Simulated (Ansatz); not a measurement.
Geometry optimisation, RKS r2SCAN-D4/def2-SVP in Ansatz.

Input:

```yaml
crystal:
  periodic: [false, false, false]
  atoms:
    - { symbol: C, position_ang: [-0.9824, 1.1999, -0.654] }
    - { symbol: C, position_ang: [-0.0504, 0.6256, 0.3168] }
    - { symbol: C, position_ang: [0.1124, -0.8576, 0.0376] }
    - { symbol: "N", position_ang: [1.1499, -1.4382, 0.9894] }
    - { symbol: F, position_ang: [0.7031, -1.0331, -1.1908] }
    - { symbol: H, position_ang: [-1.1541, 2.3285, -0.4606] }
    - { symbol: H, position_ang: [-0.6506, 1.1394, -1.6923] }
    - { symbol: H, position_ang: [-1.9748, 0.7854, -0.5943] }
    - { symbol: H, position_ang: [-0.408, 0.8047, 1.3812] }
    - { symbol: H, position_ang: [0.9134, 1.1552, 0.2442] }
    - { symbol: H, position_ang: [-0.819, -1.3945, 0.0938] }
    - { symbol: H, position_ang: [1.2589, -2.3967, 0.6972] }
    - { symbol: H, position_ang: [1.9221, -0.9535, 0.8466] }
basis:
  gaussian: { orbitals: def2-SVP }
hamiltonian:
  xc: r2scan
  dispersion: d4
relax:
  f_tol: 0.015
  max_steps: 40
```

Run as:

```bash
$ ansatz run input.yaml --threads 2 --pin off --max-ram 3072MiB --backend cpu --events-out ev --progress --plain --runs-dir out
```

Question: Where does it end, and by what steps?

Answer: The run converged. After 6 steps the energy has fallen by 0.790 eV; F5 moved furthest, 0.15 Å.

```tsv
step	energy less start (eV)	largest force component (eV/Å)	accepted
0	0.0000	7.446	yes
1	-0.6776	2.035	yes
2	-0.7754	0.519	yes
3	-0.7860	0.186	yes
4	-0.7889	0.070	yes
5	-0.7896	0.022	yes
6	-0.7897	0.009	yes
```

```xyz
13
Properties=species:S:1:pos:R:3
C -1.017 1.261 -0.668
C -0.048 0.620 0.314
C 0.176 -0.858 0.058
N 1.097 -1.422 0.965
F 0.605 -0.990 -1.291
H -1.137 2.336 -0.467
H -0.656 1.140 -1.700
H -2.014 0.795 -0.605
H -0.401 0.731 1.353
H 0.937 1.121 0.260
H -0.775 -1.419 0.109
H 1.258 -2.408 0.768
H 1.996 -0.941 0.920
```

Whether the end is a true minimum wasn't checked by a vibrational analysis.

Run time: 16 s on 2 threads of Intel(R) Xeon(R) Platinum 8488C (Sapphire Rapids), with other jobs on the host, peak memory 0.19 GiB.
